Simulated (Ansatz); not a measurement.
Input file:

```yaml
crystal:
  periodic: [false, false, false]
  atoms:
    - {symbol: W, position_ang: [-0.000745, 0.000000, 0.340097]}
    - {symbol: Si, position_ang: [0.008021, 0.000000, -2.022534]}
    - {symbol: H, position_ang: [-0.043853, 1.238202, -2.837273]}
    - {symbol: H, position_ang: [-0.043853, -1.238202, -2.837273]}
basis:
  gaussian: {orbitals: def2-SVP}
total_charge: 1
magnetization: {spin_polarized: false, initial_magnetization: 5}
correlation: {active_space: {ras: {orbitals: [3, 5, 43], electrons: 11, max_holes: 2, max_particles: 2}, fixed_orbitals: true}}
```

```sh
$ ansatz run in.yaml --threads 1 --pin off --events-out ev --progress --plain --max-ram 2393MiB
```

Output:

```
587 factors; integrals over basis functions are off by at most 1.2e-3 eV
mean field evaluation 1: about -9687.9527 eV, gradient 1.5e1 eV
mean field evaluation 2: about -9687.9563 eV, gradient 1.5e1 eV
mean field evaluation 4: about -9689.3135 eV, gradient 2.6e0 eV
mean field evaluation 8: about -9689.4141 eV, gradient 2.1e-1 eV
mean field evaluation 16: about -9687.3380 eV, gradient 9.7e-2 eV
mean field -9689.41490805 eV, -356.0794301496 hartree, gradient 5.2e-6 eV, S^2 8.750000; 2 other end points of the search recorded, 0 dependent functions left out
reference -9689.41490805 eV, -356.0794301496 hartree; 17, 12 occupied and 43, 48 virtual orbitals, 587 factors
state -9694.08380208 eV, -356.2510088404 hartree
Total energy: -9694.08380208 eV, -356.2510088404 hartree
```

Ran on 1 thread of Arm Neoverse V2, shared host: 18 s wall, 0.22 GiB peak host memory.
